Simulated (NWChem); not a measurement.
Correlation energy of hydroxide (HO (-1))

SMILES: [OH-]
```xyz
2

O      0.0000     0.0000     0.1090
H      0.0000     0.0000    -0.8717
```
Charge -1, spin multiplicity 1.

All runs are NWChem calculations. The geometry was optimised at PBE0/def2-SVP, a minimum by its harmonic frequencies.

Basis set: def2-SVPD. Each correlation energy counts from its own Hartree-Fock reference.

```
method        correlation energy (mHa)  difference from CCSD(T)
------------  ------------------------  -----------------------
CR-CCSD[T]                      -244.0                     -0.1
SCS-MP2                         -229.0                    +15.0
CCSDT                           -244.3                     -0.3
MP2                             -237.0                     +7.0
CR-CCSD(T)                      -242.6                     +1.3
CCSD                            -236.0                     +8.0
CCSD(T)                         -244.0                      0.0
CCSD+T(CCSD)                    -245.7                     -1.7
```

The values span 16.7 mHa, from CCSD+T(CCSD) (lowest) to SCS-MP2 (highest). 

The correlated methods keep 1 core orbital frozen. The anion's geometry comes from a basis without diffuse functions. Differences from the coupled-cluster row are differences between methods, not errors against experiment.
